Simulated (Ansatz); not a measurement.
Results of PBEsol (Ansatz, a first-principles code, plane waves, PAW) for rock-salt EuS.

Run with plane-wave cutoff 520 eV, 10×10×10 k mesh, Fermi–Dirac smearing 0.01 eV, spin-polarised with parallel moments, scalar-relativistic PAW data made under PBE.

Computed at the level's own relaxed cell.

Q: Predict the bulk modulus, pressure derivative B′ of the bulk modulus and lattice constant a.

A: 
* **bulk modulus**: 60.8 GPa
* **pressure derivative B′ of the bulk modulus**: 3.6
* **lattice constant a**: 5.728 Å

The run finds no gap.

Measured, for comparison: bulk modulus 61.5 ± 0.5 GPa (room temperature, not corrected to a static lattice; as tabulated in Sci. Rep., doi 10.1038/s41598-022-05321-9); lattice constant a 5.97 ± 0.02 Å (room temperature, not corrected to a static lattice, our sources range from 5.956 to 5.970; as tabulated in Sci. Rep., doi 10.1038/s41598-022-05321-9). Computed (rounded) less measured: bulk modulus -1 %, lattice constant a -4.1 % (-3.8 % to -4.1 % over the range).

Note: the gap of the solid is closed in this run; the 4f shell is treated without U or exact exchange, so its levels and filling can be wrong; this level leaves the solid without a gap, although one is measured.

Spin–orbit coupling is not included; it can open a gap where bands touch, and shift volumes and moduli.

The computed numbers hold no vibrational or temperature effects.

Cost on a shared machine: around 2.1 core-minutes (rough).
